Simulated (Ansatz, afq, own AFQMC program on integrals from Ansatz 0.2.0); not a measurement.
GeH$_{2}$O, singlet: AFQMC among the cluster methods

```yaml
atoms:
  - { symbol: Ge, position_ang: [0.0000, -0.0451, 0.3362] }
  - { symbol: O, position_ang: [0.0000, 0.1518, -1.4436] }
  - { symbol: H, position_ang: [0.0000, 1.5359, 0.5766] }
  - { symbol: H, position_ang: [0.0000, -0.6985, -1.8920] }
```

Connectivity, by distances: GeH–OH.

Basis cc-pVTZ. Only valence electrons are correlated. Integrals, coupled cluster, full CI and functionals: Ansatz 0.2.0; the random walks run on the same integrals in our own AFQMC program. ph-AFQMC/CISD is guided by a CISD state made of CCSD amplitudes; releasing the constraint for a short imaginary time cuts its bias at the price of noise, slowly where states lie close. Free projection: walkers drawn from exp(T), propagated without any constraint. Its projection time is finite, and what remains of the start isn't in its error. ± is one standard error of the sampling. No spin–orbit coupling.

Determinant: RHF, the one that the program's search chose, which needn't be the lowest solution. The geometry is a point of a scan.

No full CI on the walks' own integrals is used here; CCSDT(Q) serves as the reference and is uncertain by about the last step of the cluster series.

Cautions: no relativity below Rb; no spin-orbit coupling; inner d shell frozen.

* T1 diagnostic: 0.0181
* weight of the determinant in the CISD state: 0.872
* size of the correlated space: 12 electrons in 86 orbitals

```
  level  correlation energy (eV)
    MP2                  -9.4432
   CCSD                  -9.8848
CCSD(T)                 -10.2531
```

(1) Estimate where phaseless AFQMC with a CISD trial lies against CCSD(T) on the same integrals.

(1) 0.63 ± 0.13 kcal/mol below CCSD(T).

Reference: CCSDT(Q), correlation energy -10.289 eV. The released energy is read at 2.40 1/Eh (meV from the phaseless value at times in 1/Eh: -5 ± 4 at 0.24, -8 ± 4 at 0.51, -9 ± 6 at 0.99, -7 ± 4 at 1.62, -14 ± 9 at 2.40).

```tsv
level	E − E(reference) (kcal/mol)	share of correlation (%)
CCSD(T)	0.82	99.65
CCSDT	0.53	99.78
ph-AFQMC/HF	-2.17 ± 0.64	100.91
ph-AFQMC/CISD	0.19 ± 0.13	99.92
released AFQMC	-0.14 ± 0.20	100.06
free AFQMC	0.15 ± 0.26	99.94
```

Free projections are given only where their last times agree within the noise and don't stop above the reference; a slow remainder of the start can still hide under it. A walk keeps the symmetry of its determinant, which the program's search chose and which needn't be the lowest solution, so a lower state of the same spin and another symmetry isn't excluded. Released energies are given only where the last usable release times agree within the noise; a slower fall can still hide under it.
